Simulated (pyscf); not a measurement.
`[SiH4]` + `[SiH3][SH]` → `[SiH3][S][SiH3]` + `[H][H]`, a four-centre exchange (singlet surface; H–Si, H–S broken, S–Si, H–H formed). Single points on ωB97X-D3(BJ)/def2-SVP structures (PySCF, gas phase). Energies in eV from the separated reactants.

Small-basis levels: PySCF, no dispersion term, spherical d functions. AM1 to PM7: differences of heats of formation from MOPAC, which are fitted to 298 K values and so differ in kind from electronic energies by zero-point and thermal terms. Cost: rough CPU time at the saddle relative to B3LYP/6-31G*, from one job on a shared machine.

| level | barrier | reaction energy | cost |
|---|---|---|---|
| HF/STO-3G | 5.35 | -0.17 | 0.04 |
| HF/3-21G | 3.45 | -0.14 | 0.05 |
| HF/6-31G* | 3.44 | -0.14 | 0.06 |
| BP86/6-31G* | 2.06 | -0.36 | 1 |
| PBE/6-31G* | 1.95 | -0.39 | 1 |
| B3LYP/3-21G | 2.55 | -0.20 | 0.7 |
| M06-2X/6-31G* | 2.26 | -0.45 | 2 |
| PBE/def2-SVP | 1.73 | -0.29 | 2 |
| B3LYP/def2-SVP | 2.21 | -0.17 | 1 |
| AM1 | 1.71 | -0.13 | under 0.02 |
| PM6 | 0.13 | -1.88 | under 0.02 |
| PM7 | 1.78 | -2.12 | under 0.02 |
| ωB97M-D3(BJ)/def2-TZVP | 2.02 | -0.39 | – |

Against the last row the barrier runs from -1.90 (PM6) to +3.33 eV (HF/STO-3G). ωB97M-D3(BJ)/def2-TZVP has limits of its own. This is the saddle that the search found; another between the same sides may lie lower.
